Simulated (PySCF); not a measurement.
# SiB+: bond curves at several levels of theory

An exercise on one series of results from a longer session: the logs are not shown, and one member is left open.

The runs use PySCF 2.14.0; Si 6-31G(d,p), B 6-31G(d,p), no relativity.

Set-up of the first run:

The job is set up so:

```
atoms                         : Si, B
charge                        : 1
basis                         : Si 6-31G(d,p), B 6-31G(d,p)
Hamiltonian                   : no relativity
basis functions               : 32
electrons treated             : 18
masses in u                   : 27.9769, 11.0093
levels                        : PBE0, PBE, r²SCAN, r²SCANh, TPSS, BLYP, ωB97X, HF, MP2, SCS-MP2, CCSD, CCSD(T)
grid                          : 80 radial by 434 angular points
occupations                   : held fixed by the projection of orbital angular momentum
dissociation limit            : Si+ + B, each in its ground configuration
starting distance in angstrom : 2.030
values of 2S to try           : 0, 2
```

The run is started by

```
> OMP_NUM_THREADS=1 python dia.py task.json out
```

Steps of the session up to this table: Input; First curve: PBE0; Excited determinants; PBE; r²SCAN (meta-GGA); r²SCANh; TPSS; BLYP (GGA); ωB97X (range-separated hybrid); UHF (mean field); Adding correlation.

One of the session's tables, all rows but one given; the rest of the session is left out.

Energy (eV) from each level's lowest point:

```
R (Å)    UHF  UHF-MP2  UHF-SCS-MP2  UHF-CCSD  UHF-CCSD(T)
1.815  0.430    0.529        0.535       n/a          n/a
1.900  0.141    0.210        0.216     0.258        0.273
1.984      ?        ?            ?         ?            ?
2.048  0.000    0.000        0.003     0.021        0.023
2.111  0.013    0.007        0.000     0.000        0.000
2.174  0.035    0.057        0.035     0.008        0.010
2.259  0.064    0.143        0.101     0.052        0.058
2.364  0.109    0.251        0.191     0.136        0.151
2.491  0.177    0.378        0.303     0.254        0.281
2.660  0.291    0.546        0.457       n/a          n/a
```

Q: Estimate the row for R (Å) = 1.984 from the others.

Worked estimate for «UHF». A straight line through the neighbours (1.900, 0.141) and (2.048, 0.000) gives 0.141 + (0.000 − 0.141) × (1.984 − 1.900) / (2.048 − 1.900) = 0.061; a parabola fitted to 4 rows on both sides gives 0.011.

**Answer.** UHF: 0.019; UHF-MP2: 0.048; UHF-SCS-MP2: 0.054; UHF-CCSD: 0.083; UHF-CCSD(T): 0.090. In «UHF» the line misses by +0.042 and the parabola by -0.008.

State 2 has its PBE0 minimum 0.16 eV higher. The other levels ran on the lowest alone.
